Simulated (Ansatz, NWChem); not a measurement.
## SOF2 (thionyl fluoride): from total energies to a heat of formation

SOF2 has 4 atoms, charge 0, and is taken as a singlet. As SMILES, `O=S(F)F`. The shape is that of a PBE0-D4/def2-TZVP optimisation.

| atom | x (Å) | y (Å) | z (Å) |
| --- | --- | --- | --- |
| O | 0.9324 | 0.0666 | -1.0178 |
| S | -0.1513 | -0.4262 | -0.2457 |
| F | -1.1244 | 0.8042 | 0.0004 |
| F | 0.3433 | -0.4446 | 1.2631 |

Total energies at B3LYP/6-31G* (Cartesian functions) (NWChem 7.3.0); the atoms run unrestricted:

```tsv
species	state	energy (Eh)
SOF2	singlet	-673.041223
O	triplet	-75.060621
S	triplet	-398.104991
F	doublet	-99.715535
```

Harmonic wavenumbers at PBE0-D4/def2-TZVP, in cm⁻¹: 374, 395, 533, 761, 827, 1372.

Measured heats of formation of the gaseous atoms at 298.15 K, in kJ/mol: O 249.2, S 277.0, F 79.4. Spin-orbit lowering of the atoms at 298 K (mean of the ground term's levels less their thermal mean, from spectra), in kJ/mol: O 0.40, S 1.88, F 1.29. Take 1 Eh = 2625.50 kJ/mol, 1 cm⁻¹ = 0.0119627 kJ/mol, RT = 2.479 kJ/mol.

**Question.** Work out the heat of formation of the gas at 298 K.

**Answer.** 
1. Electronic atomisation energy: (-75.060621) + (-398.104991) + 2 × (-99.715535) − (-673.041223) = 0.444541 Eh = 1167.1 kJ/mol.
2. Zero-point energy: half the sum of the wavenumbers, 2131 cm⁻¹ = 25.5 kJ/mol.
3. Thermal vibrational enthalpy, Σ hcν̃/(exp(hcν̃/kT) − 1): 2.7 kJ/mol. Translation, rotation and pV of a non-linear molecule: 4 RT = 9.9 kJ/mol.
4. The 4 free atoms carry 5/2 RT each: 24.8 kJ/mol.
5. Spin-orbit coupling lowers the free atoms by 0.40 + 1.88 + 2 × 1.29 = 4.9 kJ/mol.
6. Atomisation enthalpy at 298 K: 1167.1 − 4.9 − 25.5 − 2.7 − 9.9 + 24.8 = 1148.9 kJ/mol.
7. Sum of the atoms' heats of formation: 685.0 kJ/mol. Heat of formation: 685.0 − 1148.9 = -463.9 kJ/mol.

The tabulated value is -543.9 kJ/mol (NIST-JANAF tables; in doubt: it may be an older value or an estimate), so this level is off by +80.0 kJ/mol, or 6.5 % of the atomisation enthalpy that the table implies (1228.9 kJ/mol). Anharmonicity and any spin-orbit splitting of the molecule are left out.
